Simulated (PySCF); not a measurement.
## Unknown compound

Molecular formula: C₅H₁₂O. Simulated spectra:

1H NMR (500 MHz, computed): δ 3.33 (s, 2H), 0.95 (s, 9H), 0.20 (br s, 1H).

13C{1H} NMR (computed): δ 76.6 (CH2), 32.9 (C), 28.1 (CH3, 3C).

Gas phase, a single conformation, non-relativistic Hamiltonian, fast rotation and ring inversion assumed for equivalent nuclei. J: B3LYP/pcJ-1 (without the spin–dipole term); geometry: PBE0-D3(BJ)/def2-SVP; NMR shieldings at CAM-B3LYP/pcSseg-1/GIAO; PySCF.

Chemical shifts δ = σref − σ; 1H (σref 31.33) and 13C (σref 182.45) against TMS, all at this level.

Task: What is the structure?

Result: 
The formula gives 0 degrees of unsaturation. 3 carbon signals for 5 carbons: some carbons are equivalent by symmetry or fast rotation. Carbon types of the structure: 1 × C, 1 × CH2, 3 × CH3, leaving 1 H on heteroatoms. δC 76.6: sp3 CH2 bonded to O; pulled downfield by the heteroatom. δC 32.9: quaternary sp3 carbon; saturated and bonded to C and H only. δC 28.1: methyl carbon; saturated and bonded to C and H only. δH 3.33: hydrogen on an sp3 CH2 bonded to O; its carbon carries O, an electronegative neighbour. δH 0.95: hydrogen on a methyl carbon; far from electronegative atoms and π systems. δH 0.20: hydrogen on an alcohol oxygen; labile proton, position sensitive to the medium.

These data were computed for `C(C)(C)(C)CO`.

This is the structure that produced the data.

OH/NH shifts are gas-phase values; hydrogen bonding in solution moves them, usually downfield. Shifts are as computed, not scaled to solution data. Of 1211 compounds with measured shifts, 218 miss one by over three times the rms of a fit or turn the order of signals round; such compounds aren't used in these exercises. Couplings to exchangeable protons are dropped.
